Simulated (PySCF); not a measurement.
**Energy profile**

The step: BH₃S₂ ([SH][BH][SH]) → BHS ([BH][S]) + H₂S; bonds formed: S2–H4; bonds broken: B1–S2, S3–H4 (atoms numbered as in the saddle structure below).

```json
{"atom": "B1", "x (Å)": "-0.6167", "y (Å)": "-0.0115", "z (Å)": "-0.5882"}
{"atom": "S2", "x (Å)": "0.7563", "y (Å)": "-0.8704", "z (Å)": "0.5821"}
{"atom": "S3", "x (Å)": "0.0662", "y (Å)": "1.4610", "z (Å)": "-1.1155"}
{"atom": "H4", "x (Å)": "1.1763", "y (Å)": "0.4746", "z (Å)": "0.1089"}
{"atom": "H5", "x (Å)": "-1.6286", "y (Å)": "-0.6177", "z (Å)": "-0.7374"}
{"atom": "H6", "x (Å)": "0.2465", "y (Å)": "-0.4360", "z (Å)": "1.7500"}
```

Electronic energies by CCSD(T) at an estimated basis limit (MP2 extrapolated from triple and quadruple zeta, plus CCSD(T) − MP2 in triple zeta), on PBE0-D4/def2-TZVP structures; BH₃S₂, singlet; no counterpoise correction. Program: PySCF 2.14 with density fitting (its default auxiliary sets; JK sets also for MP2 and CCSD(T)). Basis: def2-TZVPP and def2-QZVPP. Cores are frozen in the correlated methods. Extrapolation: Hartree–Fock as exp(−7.88 √X), correlation as X^−2.97.

(1) Give the profile in kcal/mol, counted from the start structure. (To be estimated.)

No T1 diagnostic of these runs exceeds 0.020.

## Answers

(1) The calculation gives:
```
                                                                              point  kcal/mol
                                                                    start structure      0.00
                                                                             saddle     44.54
                                                                      end structure     28.08
separated: BHS (linked as [BH][S]; B1, S3, H5; singlet) + H₂S (S2, H4, H6; singlet)     29.67
```

For scale, one of the runs: CCSD(T)/def2-TZVPP, 157 basis functions, launched by `OMP_NUM_THREADS=4 python run.py`. Time: 92 s of wall clock on 4 CPU threads of an Arm Neoverse V2; the host was shared. Peak host memory: 0.99 GiB.
